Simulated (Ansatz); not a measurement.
**SiH₄NCl: an energy map over two coordinates**

How does the energy of ClH4NSi, SMILES N[SiH2]Cl change over two coordinates at once? A grid of runs gives the map.

Method: RKS B3LYP-D4/def2-TZVP; program: Ansatz 0.2.0.

## Step 1: Starting geometry

7 atoms, charge 0, spin multiplicity 1.

Atoms are counted from 1 here; the program's logs count them from 0.

Bond lengths: N1–Si2 1.729 Å, N1–H4 1.024 Å, N1–H5 1.024 Å, Si2–Cl3 2.104 Å, Si2–H6 1.497 Å, Si2–H7 1.498 Å. Angles: Si2–N1–H4 119.0°, Si2–N1–H5 119.2°, H4–N1–H5 110.1°, N1–Si2–Cl3 115.9°, N1–Si2–H6 107.7°, N1–Si2–H7 107.8°, Cl3–Si2–H6 106.2°, Cl3–Si2–H7 106.3°, H6–Si2–H7 113.1°.

As a file:

```
N    -0.85524    0.16239   -0.69671
Si    0.56560    0.11874    0.28752
Cl    0.78426   -1.58082    1.50856
H    -0.93332   -0.48761   -1.48378
H    -1.76803    0.28580   -0.24984
H     0.51433    1.29519    1.21257
H     1.75360    0.13831   -0.62403
```

This geometry comes from a loose relaxation at PBE in a small basis, which is not shown.

## Step 3: Plan of the scan

First coordinate, umbrella angle at N1 (between each of its bonds and their common axis; 90 is planar): 13 values from 66 to 114 °. Second coordinate, change of the bonds N1–Si2, N1–H4, N1–H5, all alike: 13 values from −0.136 to 0.211 Å.

Nothing else is relaxed (all other coordinates rigid). Energies count from the relaxed molecule at the same level. Points are written as (first, second).

(The set-up runs are not shown.)

## Step 4: The run at (78°, −0.107 Å)

input.yaml reads:

```yaml
crystal:
  periodic: [false, false, false]
  atoms:
    - { symbol: "N", position_ang: [-0.850297, 0.128373, -0.67338] }
    - { symbol: Si, position_ang: [0.534458, 0.626771, -0.052632] }
    - { symbol: Cl, position_ang: [1.395497, -0.663137, 1.341376] }
    - { symbol: H, position_ang: [-0.876511, -0.112475, -1.541395] }
    - { symbol: H, position_ang: [-1.606738, 0.56903, -0.459451] }
    - { symbol: H, position_ang: [0.295314, 1.890483, 0.665795] }
    - { symbol: H, position_ang: [1.516685, 0.750519, -1.143595] }
basis:
  gaussian: { orbitals: def2-TZVP }
hamiltonian:
  xc: { name: B3LYP }
  dispersion: d4
output:
  forces: true
```

Started as:

```console
ansatz run input.yaml --threads 1 --pin off --max-ram 2560MiB --backend cpu --events-out ev --progress --plain --runs-dir out
```

The session goes on with these runs: all other points of the grid.

Q: Predict the outcome of this session. Wanted: lowest point; highest computed point; dipole moment.

**Answer**, as computed:

| quantity | value |
| --- | --- |
| lowest point | (98°, 0.008 Å), 0.47 kJ/mol |
| highest computed point | (66°, −0.136 Å), 205 kJ/mol above the lowest |
| dipole moment (D) | 0.54 at (114°, 0.211 Å) to 3.14 at (74°, −0.136 Å); 2.09 at the lowest point |
| time for the whole task | 12 min on 1 thread, shared host |

What this shows: The lowest computed point is at (98°, 0.008 Å), 0.47 kJ/mol from the relaxed molecule at the same level. The grid is coarse, so the true minimum lies between grid points and may sit elsewhere than the lowest one. No other kind of well shows on this grid. The highest computed point, (66°, −0.136 Å), lies 205 kJ/mol above the lowest. Round the minimum the valley is somewhat tilted: raising the first coordinate shifts the best value of the second coordinate upwards (coupling k₁₂/√(k₁₁k₂₂) about −0.3).
